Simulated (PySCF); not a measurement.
Structure elucidation problem

Molecular formula: C$_{4}$H$_{5}$Cl. Simulated spectra:

1H NMR (400 MHz, computed): δ 3.52 (t, 2H), 2.56 (m, 2H), 1.65 (t, 1H).

13C{1H} NMR (computed): δ 84.3 (C), 74.6 (CH), 48.5 (CH2), 26.7 (CH2).

Calculated, not measured (PySCF): shielding tensors at B97-2/pcSseg-2 (GIAO), geometry from PBE0-D3(BJ)/def2-TZVP. Fast rotation and ring inversion assumed for equivalent nuclei, non-relativistic Hamiltonian, one computed conformer, in vacuum.

Scale: 1H, 13C vs TMS (reference shieldings calculated alike).

Q: Propose a structure and justify it.

A: 
- Rings plus π bonds: 2 (no ring in the answer).
- 4 carbon signals for 4 carbons: no two carbons are equivalent.
- Carbon types of the structure: 1 × C, 1 × CH, 2 × CH2, which accounts for all hydrogens.
- δC 84.3: alkyne carbon; sp carbons lie upfield of alkene carbons because the cylindrical π system leaves one tensor component strongly shielded.
- δC 74.6: terminal alkyne carbon; sp carbons lie upfield of alkene carbons because the cylindrical π system leaves one tensor component strongly shielded.
- δC 48.5: sp3 CH2 bonded to Cl; pulled downfield by the heteroatom.
- δC 26.7: propargylic sp3 CH2; saturated and bonded to C and H only.
- δH 3.52: hydrogen on an sp3 CH2 bonded to Cl; its carbon carries Cl, which withdraws density.
- δH 2.56: hydrogen on a propargylic sp3 CH2.
- δH 1.65: hydrogen on a terminal alkyne carbon; it lies on the axis of the triple bond, in its shielding cone.

The compound is SMILES C(#C)CCCl.

The shifts were computed for this structure.

Carbons that carry Cl, above all several Cl atoms, come out too deshielded, partly because spin–orbit coupling is missing. Shifts are as computed. Against solution values, carbons near 30 ppm lie about +3 ppm off and those near 130 ppm about +7 ppm; carbons on Cl a further +5 ppm. Of 1211 compounds with measured shifts, 218 miss one by over three times the rms of a fit or turn the order of signals round; such compounds aren't used in these exercises. No couplings were computed; multiplicities are counted from neighbouring protons, with m where these are inequivalent, close in shift, in a saturated or five-membered ring or joined by F or P, and br s for small geminal =CH2 splittings.
